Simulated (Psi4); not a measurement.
CH4O (methanol): the dipole moment, rung by rung

The species is CH4O (6 atoms), meant as a singlet with charge 0. As SMILES, `CO`. The shape was relaxed beforehand at PBE0/def2-TZVP.

Each level gives the dipole moment (D). The values are calculated.

Measured value to compare with: NIST CCCBDB gives the dipole moment of the gas as 1.70 D.

| level | kind | program | value (D) | computed − measured | CPU time |
| --- | --- | --- | --- | --- | --- |
| PBE-D4/def2-TZVPP (density fitting) | GGA | Psi4 | 1.56 | -0.14 | 44 s |
| r2SCAN-D4/def2-TZVPP (density fitting) | meta-GGA | Psi4 | 1.60 | -0.10 | 2.4 min |
| B3LYP-D4/def2-TZVPP (density fitting) | global hybrid | Psi4 | 1.64 | -0.06 | 40 s |
| PBE0-D4/def2-TZVPP (density fitting) | global hybrid | Psi4 | 1.63 | -0.07 | 40 s |
| wB97M-V/def2-TZVPP (density fitting) | range-separated hybrid | Psi4 | 1.64 | -0.06 | 2.6 min |

Nearest: B3LYP-D4/def2-TZVPP (density fitting) (-0.06 D), wB97M-V/def2-TZVPP (density fitting) (-0.06 D); farthest: PBE-D4/def2-TZVPP (density fitting) (-0.14 D). The measured dipole is a vibrational average, so differences of a few hundredths of a debye mean little. Computed less measured by kind, in D (of the ab initio rows, those in def2-TZVPP): GGA -0.14; meta-GGA -0.10; global hybrid -0.07 to -0.06; range-separated hybrid -0.06. Magnitudes only. Times are those of the runs behind each value, whatever else they computed, on shared processors of several kinds: orders of magnitude only.
